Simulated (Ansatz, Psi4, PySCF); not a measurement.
Molecule: SiH4, charge 0, multiplicity 1. SMILES: [SiH4]
Structure (B3LYP-D3(BJ)/def2-TZVP (Ansatz, a first-principles code) minimum search):
```
Si
H 1 1.4803
H 1 1.4803 2 109.47
H 1 1.4803 2 109.47 3 -120.00
H 1 1.4803 2 109.47 4 -120.00
```

Quantity: vertical triplet-singlet gap, E(triplet) - E(singlet), in eV. Terms: six Cartesian d functions in 6-31G* and its kin unless marked 5d; open shells spin-unrestricted; frozen cores in correlated levels; non-relativistic; no spin-orbit coupling; 6-311+G** with 5d, 6d on Na to Ar in Ansatz; each state is the SCF solution reached for its charge and spin; no dispersion term unless named. Ab initio and DFT rows: single points at B3LYP-D3(BJ) geometries (Ansatz). Levels can end on unlike triplets.

```tsv
level	program	vertical triplet-singlet gap, E(triplet) - E(singlet) (eV)
HF/6-31G*	Ansatz	9.22
HF/6-311+G**	Ansatz	8.68
PBE/6-31G*	Ansatz	8.70
PBE/6-311+G**	Ansatz	8.22
B3LYP/STO-3G	Ansatz	12.84
B3LYP/3-21G	Ansatz	9.23
B3LYP/6-31G*	Ansatz	9.07
B3LYP/6-311+G**	Ansatz	8.59
M06-2X/6-31G* (5d)	PySCF	9.38
wB97X-D/6-31G*	Psi4	9.33
MP2/6-31G*	Ansatz	9.29
MP2/6-311+G**	Ansatz	8.93
PBE0/def2-TZVPD	Ansatz	8.40
wB97M-V/def2-TZVPD	Ansatz	8.75
wB97X-V/def2-TZVPD	Ansatz	8.93
```

No value to compare with is used here. The 12 habitual levels span 8.22 (PBE/6-311+G**) to 12.84 eV (B3LYP/STO-3G); wB97M-V/def2-TZVPD gives 8.75.

The levels are drawn from those run, B3LYP/6-31G* more often than the rest, none by its result; runs whose electronic state is in doubt are left out.
